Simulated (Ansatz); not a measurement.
Results of LDA in Ansatz (PAW) for bcc Ta.

Numerical settings: plane-wave cutoff 520 eV, 24×24×24 k mesh, Fermi–Dirac smearing 0.05 eV, scalar-relativistic PAW data made under PBE.

Energies at three volumes about the minimum:

```json
[
 {"V (Å³/atom)": "16.871", "E − E_lowest (meV/atom)": "4.88"},
 {"V (Å³/atom)": "17.215", "E − E_lowest (meV/atom)": "0.00"},
 {"V (Å³/atom)": "17.559", "E − E_lowest (meV/atom)": "4.59"}
]
```

Task: Fit a parabola by hand: where is the minimum, what lattice constant follows, and what is the bulk modulus?

Result: Slopes: (0.00 − 4.88)/(17.215 − 16.871) = -14.186 and (4.59 − 0.00)/(17.559 − 17.215) = 13.343 meV/Å³. Curvature E″ = 2 × (13.343 − (-14.186))/(17.559 − 16.871) = 80.026 meV/Å⁶. From the middle of the first interval, the slope vanishes at V0 = 17.0430 − (-14.186)/80.026 = 17.220 Å³/atom. B = V0 E″ = 17.220 × 80.026 meV/Å³ × 0.1602 GPa per meV/Å³ = 221 GPa. With 2 atoms in the cube, a = (2 × 17.220)^(1/3) = 3.254 Å. The full Birch–Murnaghan fit to all volumes gives V0 = 17.215 Å³/atom and B0 = 220 GPa.

Measured, for comparison: bulk modulus 198 GPa (corrected for temperature and zero-point phonon effects, sources range from 194 to 203; as tabulated in Levämäki et al. (2014), arXiv:1402.3671); lattice constant a 3.299 Å (static lattice: zero-point anharmonic expansion removed; as tabulated in Mejia-Rodriguez and Trickey (2018), arXiv:1807.09216). Computed less measured: bulk modulus +11 % (+8 % to +13 % over the range).

Ansatz is a quantum-chemistry and plane-wave program.
